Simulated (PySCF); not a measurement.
Isomers of C3H6F2, one GFN2-xTB conformer each. Single-point energies are computed at PBE0/pcSseg-1 (PySCF, gas phase, no added dispersion term), electronic only.

```tsv
SMILES	GFN2-xTB relative energy (kcal/mol)
CC(C)(F)F	0.0
C[C@H](F)CF	7.9
FCCCF	8.9
```

Conformers: `[CH3:1][C@H:2]([F:3])[CH2:4][F:5]` with C1–C2–C4–F5 -70°; `[F:1][CH2:2][CH2:3][CH2:4][F:5]` with F1–C2–C3–C4 69°, C2–C3–C4–F5 70°.

Question: What does PBE0/pcSseg-1 give for the same structures?

Answer: 
```json
{"SMILES": "CC(C)(F)F", "PBE0/pcSseg-1 E (Eh)": "-317.27009", "PBE0/pcSseg-1 (kcal/mol)": "0.0", "GFN2-xTB (kcal/mol)": "0.0", "point group": "C2v"}
{"SMILES": "C[C@H](F)CF", "PBE0/pcSseg-1 E (Eh)": "-317.24570", "PBE0/pcSseg-1 (kcal/mol)": "15.3", "GFN2-xTB (kcal/mol)": "7.9", "point group": "C1"}
{"SMILES": "FCCCF", "PBE0/pcSseg-1 E (Eh)": "-317.24246", "PBE0/pcSseg-1 (kcal/mol)": "17.3", "GFN2-xTB (kcal/mol)": "8.9", "point group": "C2"}
```

Both levels put the same isomer lowest; measured from each level's own lowest isomer, the values differ by up to 8.4 kcal/mol (FCCCF: 8.9 against 17.3). As drawn, the lowest has two fluorines on one carbon, which the highest lacks. Neighbours under 2.5 kcal/mol apart (C[C@H](F)CF and FCCCF) can change places with a better method, another conformer or zero-point energy.

Question: Which frontier levels, dipoles and rotational constants go with these structures?

Answer: 
```json
{"SMILES": "CC(C)(F)F", "HOMO (eV, PBE0/pcSseg-1)": "-9.42", "LUMO (eV)": "1.46", "dipole (D)": "2.40", "A, B, C (MHz)": "5133, 4907, 4757"}
{"SMILES": "C[C@H](F)CF", "HOMO (eV, PBE0/pcSseg-1)": "-9.23", "LUMO (eV)": "1.70", "dipole (D)": "0.53", "A, B, C (MHz)": "8073, 3524, 2686"}
{"SMILES": "FCCCF", "HOMO (eV, PBE0/pcSseg-1)": "-9.24", "LUMO (eV)": "1.58", "dipole (D)": "1.79", "A, B, C (MHz)": "9972, 2769, 2658"}
```
